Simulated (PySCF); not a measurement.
# Relaxation of triplet P₄

Computed with UPBE0 in PySCF with P def2-TZVP; no relativity; density-fitted integrals. A (50,194) grid was used.

A hand-made rhombus start, of D2h symmetry, held to at least that symmetry:

```xyz
4
charge 0 multiplicity 3, angstrom
P     0.0000    1.1100    0.0000
P     0.0000   -1.1100    0.0000
P     1.9226    0.0000    0.0000
P    -1.9226    0.0000    0.0000
```

Problem. What does it relax to?

Solution. It ends at D2h with P–P 2.114 Å (×4), P–P 2.489 Å; P–P–P 53.9° (×4), P–P–P 72.1° (×2), P–P–P 107.9° (×2). A frequency run shows a minimum.

Problem. How much energy is released, and in how many steps?

Solution. 60.2 kJ/mol in 5 steps.

The relaxation took 9.9 s on 4 threads of a shared AMD EPYC 9R45 96-Core (Zen 5) host, with 148 basis functions and 6 gradients; the process peaked at 0.8 GiB. Launch command: `OMP_NUM_THREADS=4 python axn.py task.json out`.
